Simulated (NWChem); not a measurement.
**CH8Si2 (SMILES [SiH3]C[SiH3]): HF/3-21G**

Aim: the energy change on altering one bond length of CH8Si2 at HF/3-21G, from 2 runs. 

The results are computed with NWChem 7.3.0.

4 further runs of the same task are left out: 4 that didn't finish.

## 1. Starting point

CH8Si2 has 11 atoms, charge 0, and is taken as a singlet. SMILES: `[SiH3]C[SiH3]`. The coordinates come from a PBE0-D4/def2-TZVP relaxation.

Bond lengths: Si1–C2 1.872 Å, C2–Si3 1.872 Å, Si1–H4 1.488 Å, Si1–H5 1.487 Å, Si1–H6 1.487 Å, C2–H7 1.095 Å, C2–H8 1.095 Å, Si3–H9 1.487 Å, Si3–H10 1.487 Å, Si3–H11 1.488 Å. Some angles: Si1–C2–Si3 114.4°, Si1–C2–H7 108.8°, Si1–C2–H8 108.8°, Si3–C2–H7 108.8°, Si3–C2–H8 108.8°, C2–Si1–H4 111.1°, C2–Si1–H5 110.2°, C2–Si1–H6 110.2°, C2–Si3–H9 110.2°, C2–Si3–H10 110.2°.

## 2. Energy and gradient at HF/3-21G

Contents of run.py:

```python
from ase import Atoms
from ase.calculators.nwchem import NWChem

system = Atoms(['Si', 'C', 'Si', 'H', 'H', 'H', 'H', 'H', 'H', 'H', 'H'], positions=[
    [-1.158980, 1.034720, -0.344660],
    [-0.286340, -0.621440, -0.365590],
    [1.335180, -0.652340, 0.569590],
    [-2.435800, 0.976800, -1.106490],
    [-0.293510, 2.078920, -0.955560],
    [-1.463790, 1.436810, 1.054620],
    [-0.954100, -1.377620, 0.060730],
    [-0.099440, -0.908830, -1.405770],
    [1.110650, -0.304370, 1.998260],
    [2.282060, 0.336720, -0.011600],
    [1.964060, -1.999380, 0.506460],
])

calc = NWChem(
    label='struct',
    theory='scf',
    memory='2200 mb',
    basis='3-21G',
    basispar='spherical bse',
    scf={'nopen': '0', 'rhf': None, 'thresh': '1e-08', 'maxiter': '80'},
)
system.calc = calc

forces = system.get_forces()
e = system.get_potential_energy()
print(f"E = {e:.6f} eV")
print("forces (eV/A):")
for s, f in zip(system.symbols, forces):
    print(f"{s:2s} {f[0]:10.5f} {f[1]:10.5f} {f[2]:10.5f}")
print("dipole (e A):", system.get_dipole_moment().round(4))
```

Command:

```sh
$ export ASE_NWCHEM_COMMAND="nwchem PREFIX.nwi > PREFIX.nwo"
$ python run.py
```

Output:

```text
E = -16791.529223 eV
forces (eV/A):
Si   -0.52600    0.64725   -0.09971
C    -0.36021   -0.78244   -0.46059
Si    0.73055   -0.20271    0.36093
H    -0.03949    0.03240   -0.01270
H     0.02077    0.06675   -0.00658
H    -0.01172    0.04911    0.04901
H     0.15601    0.13910   -0.16892
H    -0.09014    0.00432    0.25382
H     0.02221    0.02617    0.06124
H     0.05440    0.04391    0.00581
H     0.04355   -0.02386    0.01769
dipole (e A): [-0.0605 -0.1313 -0.0772]
```

The calculator wrote struct.nwi:

```
title "struct"

permanent_dir struct

scratch_dir struct

start struct

geometry units angstrom nocenter noautosym noautoz
  Si -1.1589799999999999e+00 1.0347200000000001e+00 -3.4466000000000002e-01
  C  -2.8633999999999998e-01 -6.2143999999999999e-01 -3.6559000000000003e-01
  Si 1.3351800000000000e+00 -6.5234000000000003e-01 5.6959000000000004e-01
  H  -2.4358000000000000e+00 9.7680000000000000e-01 -1.1064900000000000e+00
  H  -2.9350999999999999e-01 2.0789200000000001e+00 -9.5555999999999996e-01
  H  -1.4637899999999999e+00 1.4368099999999999e+00 1.0546199999999999e+00
  H  -9.5409999999999995e-01 -1.3776200000000001e+00 6.0729999999999999e-02
  H  -9.9440000000000001e-02 -9.0883000000000003e-01 -1.4057700000000000e+00
  H  1.1106499999999999e+00 -3.0436999999999997e-01 1.9982599999999999e+00
  H  2.2820600000000000e+00 3.3672000000000002e-01 -1.1599999999999999e-02
  H  1.9640599999999999e+00 -1.9993799999999999e+00 5.0646000000000002e-01
end

memory 2200 mb

basis spherical bse noprint
   * library 3-21G
end

scf
  nopen 0
  rhf
  thresh 1e-08
  maxiter 80
end

task scf gradient
```

struct.nwo (excerpt; [...] marks lines left out):

```text
[...]
         Total SCF energy =   -617.077322272653
      One-electron energy =  -1155.211033224411
      Two-electron energy =    386.603749314548
 Nuclear repulsion energy =    151.529961637210
[... 3 lines left out ...]
             Final eigenvalues
[... 35 lines left out ...]
                       ROHF Final Molecular Orbital Analysis
[...]
  wavefunction    =   RHF
                         RHF ENERGY GRADIENTS
    atom               coordinates                        gradient
                 x          y          z           x          y          z
   1 Si     -2.190155   1.955337  -0.651313    0.010229  -0.012587   0.001939
   2 C      -0.541104  -1.174351  -0.690865    0.007005   0.015216   0.008957
   3 Si      2.523124  -1.232744   1.076369   -0.014207   0.003942  -0.007019
[... 7 lines of this table left out ...]
  11 H       3.711535  -3.778280   0.957071   -0.000847   0.000464  -0.000344
[...]
```

Wall time 2.9 s (1 thread of Intel Xeon 6975P-C (Granite Rapids), shared host); peak memory 0.097 GiB.

## 3. The distorted shape: a single-point energy at HF/3-21G

Contents of a.xyz:

```xyz
11

Si    -0.793215     0.552222    -2.023762
C      0.079425    -1.103938    -2.044692
Si     1.700945    -1.134838    -1.109512
H     -2.070035     0.494302    -2.785592
H      0.072255     1.596422    -2.634662
H     -1.463790     1.436810     1.054620
H     -0.588335    -1.860118    -1.618372
H      0.266325    -1.391328    -3.084872
H      1.476415    -0.786868     0.319158
H      2.647825    -0.145778    -1.690702
H      2.329825    -2.481878    -1.172642
```

Contents of a.nw:

```
start a
memory total 2200 mb
geometry units angstroms noautosym nocenter noautoz
  load format xyz a.xyz
end
basis "ao basis" spherical bse
  * library 3-21G
end
scf
  thresh 1e-08
  maxiter 80
end
task scf
```

Command:

```sh
$ nwchem a.nw > a.out
```

Output:

```text
[...]
  functions       =    51
[...]
  wavefunction    = RHF
[...]
         Total SCF energy =   -616.884241888942
      One-electron energy =  -1146.275760981846
      Two-electron energy =    381.824566624278
 Nuclear repulsion energy =    147.566952468626
        Time for solution =      1.7s
[...]
```

Run time: 2.5 s. Hardware: 1 thread of Intel Xeon 6975P-C (Granite Rapids), shared host; peak memory 0.094 GiB.

## 4. Outcome

At HF/3-21G:

| quantity | value |
| --- | --- |
| first shape: total energy | -617.07732 Eh |
| first shape: dipole moment | 0.79 D |
| first shape: HOMO energy | -11.73 eV |
| first shape: LUMO energy | 4.23 eV |
| first shape: HOMO–LUMO gap | 15.96 eV |
| first shape: largest force on an atom | 0.977 eV/Å |
| distorted shape: total energy | -616.88424 Eh |
| distorted shape: dipole moment | 3.20 D |
| distorted shape: HOMO energy | -7.64 eV |
| distorted shape: LUMO energy | -0.47 eV |
| distorted shape: HOMO–LUMO gap | 7.17 eV |
| energy change with the Si1–H6 bond stretched from 1.487 to 3.272 Å | 5.254 eV |

**Reading.** One bond (distorted shape) is far stretched, which a spin-restricted single reference describes badly; a broken-symmetry solution may lie lower. With the Si1–H6 bond stretched from 1.487 to 3.272 Å the energy rises by 5.25 eV (121 kcal/mol). The first shape isn't relaxed at this level, so the change isn't measured from a minimum. A restricted reference can't describe the breaking bond well at this length. The largest force (first shape) is 0.98 eV/Å: the shape isn't a stationary point for this species at this level. Mulliken charges (first shape) run from -1.34 on C2 to +0.99 on Si1; they depend strongly on the basis. Mulliken charges (distorted shape) run from -1.36 on C2 to +1.00 on Si3.
